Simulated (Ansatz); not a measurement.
A calculation with Ansatz (development build ahead of 0.2.0).

```yaml
crystal:
  periodic: [false, false, false]
  atoms:
    - { symbol: H, position_ang: [1.62987, -0.22419, 0.99609] }
    - { symbol: C, position_ang: [1.23812, 0.0, -1.0e-05] }
    - { symbol: C, position_ang: [-0.21922, -3.0e-05, 0.0] }
    - { symbol: C, position_ang: [-1.42012, 6.0e-05, 7.0e-05] }
    - { symbol: H, position_ang: [-2.48217, -0.00018, -0.00029] }
    - { symbol: H, position_ang: [1.62978, 0.97477, -0.3039] }
    - { symbol: H, position_ang: [1.62986, -0.75054, -0.69223] }
basis:
  gaussian: { orbitals: cc-pVTZ }
hamiltonian:
  xc: hf
correlation:
  method: mp2
  frozen_orbitals: { C: 1, H: 0 }
```

The input is written out in the form of the current development build from the run's settings.

Results

| Property | Result |
| --- | --- |
| Converged | yes |
| Reference energy | -115.90832 hartree |
| Correlation energy | -0.48144 hartree |
| Total energy | -116.38976 hartree |
| Spin squared of the determinant | 0.000 |
| Stability test | minimum among restricted orbitals |
